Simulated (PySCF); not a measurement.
**B2: script and output**

Input:

```python
from pyscf import gto, scf, cc

mol = gto.M(
    atom='B 0 0 0; B 0 0 1.63',
    basis='6-31g',
    charge=0,
    spin=2,
    verbose=4,
)
mf = scf.UHF(mol)
mf = mf.density_fit(auxbasis='def2-universal-jkfit')
mf.kernel()
mycc = cc.CCSD(mf, frozen=2)
mycc.kernel()
e = mycc.ipccsd(nroots=3)[0]
print('roots (eV) =', (e*27.211386).round(3))
mf.dip_moment()
print('orbital energies (hartree):', [e[max(0, n-3):n+3].round(4) for e, n in zip(mf.mo_energy, mol.nelec)])
```

```bash
$ python input.py
```

It prints (some set-up lines and the per-cycle HOMO/LUMO lines with their warnings removed):

```
PySCF version 2.14.0

[INPUT] Symbol           X                Y                Z      unit          X                Y                Z       unit  Magmom
[INPUT]  1 B      0.000000000000   0.000000000000   0.000000000000 AA    0.000000000000   0.000000000000   0.000000000000 Bohr   0.0
[INPUT]  2 B      0.000000000000   0.000000000000   1.630000000000 AA    0.000000000000   0.000000000000   3.080253583041 Bohr   0.0

nuclear repulsion = 8.11621489141104
number of shells = 10
number of NR pGTOs = 44
number of NR cGTOs = 18
basis = 6-31g
ecp = {}

******** <class 'pyscf.df.df_jk.DFUHF'> ********
method = DFUHF
initial guess = minao
damping factor = 0
level_shift factor = 0
DIIS = <class 'pyscf.scf.diis.CDIIS'>
SCF conv_tol = 1e-09
SCF max_cycles = 50
number electrons alpha = 6  beta = 4
******** <class 'pyscf.df.df.DF'> ********
auxbasis = def2-universal-jkfit
init E= -49.1010336298851

cycle= 1 E= -49.0451181314455  delta_E= 0.0559  |g|= 0.111  |ddm|= 0.89
cycle= 2 E= -49.0604603345249  delta_E= -0.0153  |g|= 0.0279  |ddm|= 0.262
cycle= 3 E= -49.0616220428533  delta_E= -0.00116  |g|= 0.0106  |ddm|= 0.107
cycle= 4 E= -49.0618773833143  delta_E= -0.000255  |g|= 0.00272  |ddm|= 0.0654
cycle= 5 E= -49.0619001547697  delta_E= -2.28e-05  |g|= 0.00113  |ddm|= 0.0144
cycle= 6 E= -49.0619049690995  delta_E= -4.81e-06  |g|= 0.000372  |ddm|= 0.00351
cycle= 7 E= -49.0619054608142  delta_E= -4.92e-07  |g|= 2.87e-05  |ddm|= 0.00197
cycle= 8 E= -49.0619054627367  delta_E= -1.92e-09  |g|= 6.97e-06  |ddm|= 0.000279
cycle= 9 E= -49.0619054628571  delta_E= -1.2e-10  |g|= 8.6e-07  |ddm|= 7.09e-05
Extra cycle  E= -49.0619054628582  delta_E= -1.08e-12  |g|= 3.34e-07  |ddm|= 4.5e-06
converged SCF energy = -49.0619054628582  <S^2> = 2.010257  2S+1 = 3.0068302

******** <class 'pyscf.cc.dfuccsd.UCCSD'> ********
CC2 = 0
CCSD nocc = (np.int64(4), np.int64(2)), nmo = (16, 16)
frozen orbitals 2
max_cycle = 50
direct = 0
conv_tol = 1e-07
conv_tol_normt = 1e-06
Init t2, MP2 energy = -0.112168939926984
Init E_corr(UCCSD) = -0.112168939927113
cycle = 1  E_corr(UCCSD) = -0.125296533198044  dE = -0.0131275933  norm(t1,t2) = 0.112604
cycle = 2  E_corr(UCCSD) = -0.135292942596342  dE = -0.0099964094  norm(t1,t2) = 0.0565956
cycle = 3  E_corr(UCCSD) = -0.141573539551597  dE = -0.00628059696  norm(t1,t2) = 0.0352854
cycle = 4  E_corr(UCCSD) = -0.144285950476833  dE = -0.00271241093  norm(t1,t2) = 0.0147521
cycle = 5  E_corr(UCCSD) = -0.144114846107501  dE = 0.000171104369  norm(t1,t2) = 0.00673322
cycle = 6  E_corr(UCCSD) = -0.144429934156713  dE = -0.000315088049  norm(t1,t2) = 0.00222064
cycle = 7  E_corr(UCCSD) = -0.144242777295559  dE = 0.000187156861  norm(t1,t2) = 0.000958864
cycle = 8  E_corr(UCCSD) = -0.144361213294844  dE = -0.000118435999  norm(t1,t2) = 0.000470212
cycle = 9  E_corr(UCCSD) = -0.144362643919814  dE = -1.43062497e-06  norm(t1,t2) = 0.000122104
cycle = 10  E_corr(UCCSD) = -0.144356330582545  dE = 6.31333727e-06  norm(t1,t2) = 6.26693e-05
cycle = 11  E_corr(UCCSD) = -0.144358012205411  dE = -1.68162287e-06  norm(t1,t2) = 2.018e-05
cycle = 12  E_corr(UCCSD) = -0.144357539312865  dE = 4.72892545e-07  norm(t1,t2) = 9.10448e-06
cycle = 13  E_corr(UCCSD) = -0.144357718121088  dE = -1.78808223e-07  norm(t1,t2) = 2.97804e-06
cycle = 14  E_corr(UCCSD) = -0.144357681425469  dE = 3.66956195e-08  norm(t1,t2) = 1.07843e-06
cycle = 15  E_corr(UCCSD) = -0.144357721066455  dE = -3.96409864e-08  norm(t1,t2) = 4.1299e-07
UCCSD converged
E(UCCSD) = -49.20626318392466  E_corr = -0.1443577210664552

******** <class 'pyscf.cc.eom_uccsd.EOMIP'> ********
max_space = 20
max_cycle = 50
conv_tol = 1e-07
partition = None
EOM-CCSD root 0 E = 0.3352673382658003  qpwt = 0.948831  conv = True
EOM-CCSD root 1 E = 0.3352673382658016  qpwt = 0.948831  conv = True
EOM-CCSD root 2 E = 0.3674467638492737  qpwt = 0.951425  conv = True
roots (eV) = [9.123 9.123 9.999]
Dipole moment(X, Y, Z, Debye):  0.00000,  0.00000, -0.00000
orbital energies (hartree): [array([-0.3963, -0.3414, -0.3414, -0.025 ,  0.1013,  0.1013]), array([-7.6881, -0.6382, -0.3214, -0.0086,  0.0447,  0.0447])]
```

In short: E(SCF) = -49.061905 Eh, 9 cycles, E(CCSD) − E(SCF) = -0.14436 Eh, ⟨S²⟩ = 2.010, μz(SCF) = 0.00 D, ionisation roots 9.123, 9.123, 9.999 eV.

Wall time 2.5 s on one thread of a shared host.

The bond length is a typed value, not an optimised one. No search for the lowest solution was made.
